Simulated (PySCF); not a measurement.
trans-1,2-difluoroethene, C₂H₂F₂.
SMILES: `F/C=C/F`

The closed-shell ground state was solved at several levels (PySCF, density fitting, gas phase, non-relativistic). Isolated species at its PBE0-D3(BJ)/def2-SVP geometry, gas phase. The dipole stays under 0.02 D at every level.

| level | basis functions | HOMO (eV) | LUMO (eV) | gap (eV) |
| --- | --- | --- | --- | --- |
| LC-wPBE/pcSseg-2 | 172 | -10.31 | 2.52 | 12.83 |
| B3LYP/6-31G* | 60 | -6.79 | 0.67 | 7.46 |
| BHandHLYP/pcJ-1 | 128 | -8.74 | 1.45 | 10.19 |
| CAM-B3LYP/pcJ-1 | 128 | -8.89 | 1.53 | 10.42 |
| wB97X-D/pcSseg-2 | 172 | -9.42 | 2.04 | 11.46 |
| B3LYP/pcJ-2 | 252 | -7.34 | -0.13 | 7.21 |

**Question.** Estimate the row for BHandHLYP/pcSseg-2, a basis of 172 functions; the other rows only guide the guess.

**Answer.** HOMO -8.77 eV, LUMO 1.22 eV, gap 9.99 eV.

**Question.** Over all these levels, which gives the widest orbital gap and which the narrowest?

**Answer.** LC-wPBE/pcSseg-2 (range-separated hybrid) has the widest, 12.83 eV, and B3LYP/pcJ-2 (global hybrid, 20 % exact exchange) the narrowest, 7.21 eV. Functional and basis both differ between the two, so the spread mixes both effects.
